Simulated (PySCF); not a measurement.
From one molecule to another.

First species: C5H7Cl.
Geometry (GFN2-xTB, Å), atoms numbered from 1 in this order:
```
atom  x, y, z in Å
C1     1.9772    0.0470    0.4688
C2     0.9151   -0.7258    0.2756
C3    -0.4613   -0.2723    0.1218
C4    -1.4586   -1.1483   -0.0096
C5    -0.7437    1.1975    0.1330
Cl6   -0.5820    1.8431    1.8035
H7     1.9158    1.1190    0.5418
H8     2.9609   -0.3768    0.5785
H9     1.0396   -1.7999    0.2280
H10   -2.4833   -0.8356   -0.1158
H11   -1.2785   -2.2097   -0.0149
H12   -1.7652    1.4072   -0.1803
H13   -0.0404    1.7552   -0.4840
```

Second species: C3H7NO.
SMILES: `CCNC=O`

Levels: wB97X-D/def2-SVPD for dipole moment, HOMO energy, LUMO energy, HOMO–LUMO gap, static isotropic polarisability and electronic spatial extent ⟨r²⟩ about the centre of nuclear charge; TDDFT wB97X-D/def2-SVPD for lowest singlet excitation; TDA wB97X-D/def2-SVPD for lowest triplet excitation (Tamm–Dancoff); GFN2-xTB for rotational constant A and rotational constant C. Geometries: GFN2-xTB. Each species is one conformer at its optimised geometry, gas phase, non-relativistic unless stated. Electronic properties by PySCF.

The conformers computed, where there is a choice (atom-mapped SMILES and torsion angles):
- `[CH2:1]=[CH:2][C:3](=[CH2:4])[CH2:5][Cl:6]`: C1–C2–C3–C4 -177°, C2–C3–C5–Cl6 -73°
- `[CH3:1][CH2:2][NH:3][CH:4]=[O:5]`: C1–C2–N3–C4 115°, C2–N3–C4–O5 3°

Values for the first species:

| Quantity | Value |
| --- | --- |
| Dipole moment | 1.93 D |
| HOMO energy | -8.85 eV |
| LUMO energy | 0.55 eV |
| HOMO–LUMO gap | 9.40 eV |
| Lowest singlet excitation | 5.80 eV |
| Lowest triplet excitation (Tamm–Dancoff) | 3.34 eV |
| Static isotropic polarisability | 77.2 au |
| Electronic spatial extent ⟨r²⟩ about the centre of nuclear charge | 772 bohr² |
| Rotational constant A | 3.720 GHz |
| Rotational constant C | 1.593 GHz |

Problem. Estimate the same properties for the second species, and the change in each.

Solution. 
```
                                                         property      first      second  second less first
                                                    dipole moment     1.93 D      4.06 D            +2.13 D
                                                      HOMO energy   -8.85 eV    -9.45 eV           -0.60 eV
                                                      LUMO energy    0.55 eV     2.12 eV           +1.57 eV
                                                    HOMO–LUMO gap    9.40 eV    11.57 eV           +2.17 eV
                                        lowest singlet excitation    5.80 eV     5.88 eV           +0.08 eV
                         lowest triplet excitation (Tamm–Dancoff)    3.34 eV     5.42 eV           +2.08 eV
                                  static isotropic polarisability    77.2 au     49.9 au           -27.3 au
electronic spatial extent ⟨r²⟩ about the centre of nuclear charge  772 bohr²   487 bohr²         -285 bohr²
                                            rotational constant A  3.720 GHz  12.743 GHz         +9.023 GHz
                                            rotational constant C  1.593 GHz   2.734 GHz         +1.141 GHz
```

On the first: The principal polarisabilities are 57.2, 74.0 and 100.4 au; their mean is the isotropic value. S1 lies 3.60 eV below the HOMO–LUMO gap; its leading configuration is HOMO→LUMO, weight 0.95.

On the second: The principal polarisabilities are 40.7, 49.1 and 59.9 au; their mean is the isotropic value.
